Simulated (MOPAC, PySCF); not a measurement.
AlF3, SMILES `[Al]([F])([F])[F]`, neutral singlet in the gas phase. 

Cartesian coordinates (Å):
```xyz
4

F     -0.8291    -1.4021     0.0011
Al     0.0001     0.0001     0.0000
F      1.6290    -0.0171    -0.0009
F     -0.7999     1.4191    -0.0002
```
Charge 0, multiplicity 1.

All levels are single points at this geometry (PBE0-D3(BJ)/def2-TZVP); Pople sets use spherical d functions. Orbital energies aren't observables, and empty levels follow the basis.

```tsv
level	HOMO (eV)	LUMO (eV)	gap (eV)	dipole (D)	vertical IE, Delta-SCF (eV)
PBE-D3(BJ)/def2-TZVP in PySCF	-9.62	-2.39	7.24	0.00	–
PBE0-D3(BJ)/def2-TZVP in PySCF	-11.72	-1.49	10.23	0.00	14.37
B3LYP/3-21G in PySCF	-10.13	-1.38	8.76	0.00	–
B3LYP/6-311+G** in PySCF	-11.58	-2.16	9.42	0.00	–
B3LYP/6-31G* in PySCF	-10.80	-1.56	9.24	0.00	13.90
BP86/6-31G* in PySCF	-9.12	-1.99	7.12	0.00	–
PBE/6-31G* in PySCF	-9.00	-2.07	6.93	0.00	13.10
SVWN5/6-31G* in PySCF	-9.23	-2.30	6.93	0.00	13.41
HF/3-21G in PySCF	-16.34	2.17	18.51	0.00	–
HF/6-31G* in PySCF	-16.91	1.76	18.67	0.00	15.55
HF/STO-3G in PySCF	-10.29	10.05	20.34	0.00	–
PM3 in MOPAC	-15.23	-2.13	13.10	0.00	–
PM6 in MOPAC	-14.56	1.06	15.62	0.00	–
```
